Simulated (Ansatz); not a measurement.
A made-up structure of CH$_{3}$OSi (charge -1), singlet:

```csv
atom,x (Å),y (Å),z (Å)
O1,-0.4193,-1.6309,0.9085
C2,-0.3203,-0.8110,0.0018
Si3,-0.2562,1.0879,0.0257
H4,-0.4201,-1.2153,-1.0546
H5,0.7641,1.2189,-1.1038
H6,0.3601,-1.6012,-0.1884
```

It is relaxed with PBE-D4/def2-SVPD and then PBE0-D4/def2-TZVPD (Ansatz 0.2.0). Atoms count as bonded within 1.22 times the sum of their covalent radii (H–H: 0.88 Å). The end point is not checked to be a true minimum.

(1) Does its bonding change? (A judgement: the text doesn't fix the answer.)

Results:

(1) Computed: Yes. Formed: Si3–H4; broken: C2–H4.

Where it ends: The first stage lowers the energy by 4.39 eV in 23 steps. It ends as CH₃OSi ([O][CH][SiH2]), total charge -1:
O1  (-0.632, -2.050, 0.711)
C2  (0.097, -1.140, 0.330)
Si3  (-0.301, 0.592, -0.344)
H4  (-1.485, 0.301, -1.260)
H5  (0.823, 0.613, -1.378)
H6  (1.207, -1.268, 0.530)
(Å)

Labels in which every atom is bracketed show which atoms are joined, not bond orders.

For scale, one of the runs: PBE0-D4/def2-TZVPD relaxation, 147 basis functions, launched by `ansatz run in.yaml --threads 2 --pin off --events-out ev --progress --plain --max-ram 4352MiB`. Hardware: 2 CPU threads of an Arm Neoverse V2, shared host. Wall time about 17 s.
